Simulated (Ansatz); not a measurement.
Relaxed structures of HS2O, doublet (PBE0-D4/def2-TZVP; forces vanish, vibrations not checked; lower isomers may exist, and structures with a doubtful reference or unclear bonds are left out; Å). Computed with Ansatz 0.2.0 (basis: def2-TZVPP); correlated methods freeze the cores; orbitals are unrestricted.

Rank them by CCSD(T) energy, lowest first, and give each one's height above the lowest. Links in brackets join atoms within 1.22 times the sum of their covalent radii (1.1 for two metals). (To be estimated.)
A.
HS₂O ([S][O][SH])
```
4
angstrom
O -0.3123 0.7600 0.4825
S -1.3688 -0.3955 0.8662
S 0.9799 0.4677 -0.5584
H 0.7012 -0.8322 -0.7902
```
B.
HS₂O ([O][S][SH])
```
4
angstrom
O -1.3005 -0.3134 1.1104
S -0.7108 0.7837 0.3148
S 1.2071 0.2739 -0.3208
H 0.8042 -0.7443 -1.1044
```
C.
HS₂O ([OH][S][S])
```
4
angstrom
O -1.6056 -0.0831 1.2519
S -0.7728 0.7621 0.1147
S 1.0360 0.1605 0.0747
H -0.9945 -0.7106 1.6656
```

The calculation gives: C (0.00 kcal/mol), B (8.15 kcal/mol), A (42.70 kcal/mol). Heights count from the lowest.

T1 diagnostic: at most 0.028. ⟨S²⟩ of the unrestricted Hartree–Fock references: 0.77 to 0.79 (a pure state has 0.75).

For scale, one of the runs: CCSD(T)/def2-TZVPP, 129 basis functions, launched by `ansatz run in.yaml --threads 2 --pin off --events-out ev --progress --plain --max-ram 4352MiB`. The run took 27 s on 2 CPU threads of an Arm Neoverse V2 (shared host), with 1.3 GiB of host memory at its peak.
